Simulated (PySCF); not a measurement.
H₂C–F, doublet: vertical spin and charge gaps

Geometry (PBE0/def2-TZVP stationary point for this spin, not checked as a minimum):

| atom | x (Å) | y (Å) | z (Å) |
| --- | --- | --- | --- |
| C | 0.0000 | 0.0000 | 0.7354 |
| F | 0.0000 | 0.0000 | -0.5936 |
| H | 0.0000 | 0.9677 | 1.2129 |
| H | 0.0000 | -0.9677 | 1.2129 |

Basis cc-pVDZ; PySCF 2.14.0. Correlated methods freeze the noble-gas cores. R marks a restricted (for open shells ROHF) determinant, U an unrestricted one.

Gaps are energies of the second state less the first, at fixed atoms, for a selection of the levels run; mean-field and cluster levels share one orbital occupation for each state, and full CI takes the lowest of the symmetries tried.

Removing an electron, to the singlet: 8.743 eV at RCCSDT.

```json
{"level": "UHF", "gap (eV)": "8.758", "error (meV)": "15"}
{"level": "RMP2", "gap (eV)": "8.761", "error (meV)": "18"}
{"level": "UMP2", "gap (eV)": "8.752", "error (meV)": "9"}
{"level": "RCCSD", "gap (eV)": "8.820", "error (meV)": "77"}
{"level": "RCCSD(T)", "gap (eV)": "8.751", "error (meV)": "8"}
{"level": "UCCSD(T)", "gap (eV)": "8.751", "error (meV)": "8"}
{"level": "UCCSDT", "gap (eV)": "8.744", "error (meV)": "1"}
{"level": "r2SCAN", "gap (eV)": "9.268", "error (meV)": "525"}
{"level": "B3LYP", "gap (eV)": "9.163", "error (meV)": "420"}
{"level": "B2PLYP", "gap (eV)": "8.945", "error (meV)": "202"}
```

In so small a basis the reference is far from its limit while semilocal and hybrid functionals are nearer theirs (RPA and double hybrids share part of the reference's basis error), so the functionals' errors here hold much of the reference's basis and frozen-core error, which can add to them or hide them.

Full CI isn't at hand for all of this; RCCSDT serves as the reference. It lacks quadruple excitations, which often exceed the step from CCSD(T) to CCSDT. The frozen core follows each run's orbitals, which can shift R against U totals by a few meV.
